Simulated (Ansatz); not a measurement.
Species: silicon monoxide, SiO, charge 0, multiplicity 1. 
Coordinates optimised at B3LYP-D3(BJ)/def2-TZVP (Ansatz, a quantum-chemistry and plane-wave program):
SMILES: O=[Si]
```xyz
2

Si     0.0000     0.0000    -0.5502
O      0.0000     0.0000     0.9629
```
Charge 0, spin multiplicity 1.

Atomisation energy built up term by term with Ansatz (kcal/mol; UHF references for open shells; valence terms freeze the core; atomic spin-orbit terms are left out). CBS marks a two-point X^-3 extrapolation of the correlation energy; Hartree-Fock from the larger set (for Q and 5 zeta extrapolated as (X+1)exp(-9√X)).

```
term                                            basis  kcal/mol
-----------------------  ----------------------------  --------
Hartree-Fock             CBS(cc-pV(Q+d)Z,cc-pV(5+d)Z)         …
CCSD correlation         CBS(cc-pV(Q+d)Z,cc-pV(5+d)Z)     72.30
(T)                      CBS(cc-pV(Q+d)Z,cc-pV(5+d)Z)         …
CCSDT - CCSD(T)                           cc-pV(D+d)Z      0.07
(Q)                                       cc-pV(D+d)Z      1.00
core correlation                            cc-pwCVTZ      0.78
scalar relativity (X2C)    cc-pVTZ-DK against cc-pVTZ     -0.26
sum: De                                                       …
```

Q: Complete the blanks.

A: 
- Hartree-Fock, kcal/mol: 111.03
- (T), kcal/mol: 8.48
- sum: De, kcal/mol: 193.4
